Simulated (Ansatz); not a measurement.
Process, species as SMILES: S (H2S) → [SH] (SH) + H atom
B3LYP-D3(BJ)/def2-TZVP geometries, fixed; electronic energies without zero-point terms.

Energies in hartree at PBE0 with Ansatz (a quantum-chemistry and plane-wave program); the bond dissociation energy is their sum with the coefficients shown, times 627.509 kcal/mol a hartree. All functions are spherical. The program fits the integrals of some runs and decomposes those of others, by size. Open shells are unrestricted. No added dispersion term, no relativity.

```tsv
species	coefficient	part	cc-pV(D+d)Z	cc-pV(T+d)Z	cc-pV(Q+d)Z
S (H2S)	-1	PBE0	-399.25151	-399.26881	-399.27285
[SH] (SH)	+1	PBE0	-398.60413	-398.61931	-398.62305
H atom	+1	PBE0	-0.50029	-0.50104	-0.50123
```

Question: Predict the bond dissociation energy in cc-pV(5+d)Z (X = 5): let each PBE0 step shrink by the ratio of the last two. Compare with the run.

Answer: 
- S (H2S): steps -0.01730 and -0.00404, ratio 0.234, so PBE0 -399.27380 (run: -399.27514).
- [SH] (SH): steps -0.01518 and -0.00374, ratio 0.246, so PBE0 -398.62397 (run: -398.62522).
- H atom: steps -0.00075 and -0.00019, ratio 0.253, so PBE0 -0.50128 (run: -0.50131).
Predicted 93.22 kcal/mol; the run in cc-pV(5+d)Z gives 93.25, a miss of -0.04. Keeping the value in cc-pV(Q+d)Z, 93.23, would miss by -0.03. All sums are of the energies as printed.
